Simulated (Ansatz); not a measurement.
## C2HFO, SMILES OC#CF: a short molecular-dynamics run, step by step

Program: Ansatz 0.2.0, Python API.

`c2hfo.xyz`
```text
5

O     0.57970    1.33450    0.09370
C     0.17140    0.09610    0.09970
C    -0.17820   -1.05640    0.10440
F    -0.43330   -2.34040    0.13190
H    -0.08970    1.89260   -0.47120
```

Notebook, run cell by cell (the value of a cell's last expression is shown):

In [1]:
```python
import ansatz as az
import numpy as np
```

In [2]:
```python
mol = az.Crystal.molecule_from_extxyz("c2hfo.xyz")
```

In [3]:
```python
base = (
    mol.calculation()
    .basis(gaussian="6-31G*")
    .functional("B3LYP")
    .md("nve", timestep=0.5, steps=40, temperature=500, initial_velocities="maxwell_boltzmann", seed=61)
)
frames = []
base.session().plan().execute(on_event=lambda e: frames.append(e["data"]) if e["event"] == "md_step" else None)
print("t (fs)   E_pot (eV)      E_kin (eV)   T (K)   d(0-1) (A)")
for f in frames[::2]:
    xyz = np.array(f["positions_ang"])
    print(f"{f['time_fs']:6.2f} {f['lagrangian_ev']:14.5f} {f['e_kin_ev']:10.5f} {f['temperature_k']:8.1f} {np.linalg.norm(xyz[0] - xyz[1]):9.4f}")
kept = np.array([f["conserved_ev"] for f in frames])
print(f"conserved energy moves by at most {1000 * np.ptp(kept):.3f} meV")
```
```text
t (fs)   E_pot (eV)      E_kin (eV)   T (K)   d(0-1) (A)
  0.00    -6849.89187    0.19389    500.0    1.3040
  1.00    -6849.86856    0.17063    440.0    1.2973
  2.00    -6849.88064    0.18183    468.9    1.2933
  3.00    -6849.87618    0.17637    454.8    1.2923
  4.00    -6849.80730    0.10848    279.7    1.2937
  5.00    -6849.73804    0.04120    106.2    1.2971
  6.00    -6849.76950    0.07135    184.0    1.3018
  7.00    -6849.83743    0.13783    355.4    1.3072
  8.00    -6849.85532    0.15639    403.3    1.3128
  9.00    -6849.84962    0.15160    390.9    1.3184
 10.00    -6849.87176    0.17382    448.2    1.3238
 11.00    -6849.92668    0.22793    587.8    1.3291
 12.00    -6849.96584    0.26601    686.0    1.3343
 13.00    -6849.93224    0.23286    600.5    1.3391
 14.00    -6849.85825    0.16079    414.6    1.3431
 15.00    -6849.84100    0.14293    368.6    1.3456
 16.00    -6849.85350    0.15411    397.4    1.3463
 17.00    -6849.82374    0.12498    322.3    1.3454
 18.00    -6849.77893    0.08120    209.4    1.3429
 19.00    -6849.77725    0.07971    205.6    1.3389
 20.00    -6849.82996    0.13159    339.3    1.3336
conserved energy moves by at most 3.074 meV
```

Total energies depend on the basis set; only differences at equal settings carry meaning. The trajectory is only some femtoseconds long, so its temperature is not equilibrated; where the script doesn't relax first, it starts from a rough generated geometry. b3lyp holds the VWN-RPA fit, as in Gaussian; the form of ORCA and Turbomole is b3lyp5. The temperature counts the internal degrees of freedom alone. Wall time of the script: 44 s on 1 thread of Arm Neoverse V2, with other jobs on the host, peak memory 0.18 GiB.

(Lines on the test bed's own set-up are left out of the output.)
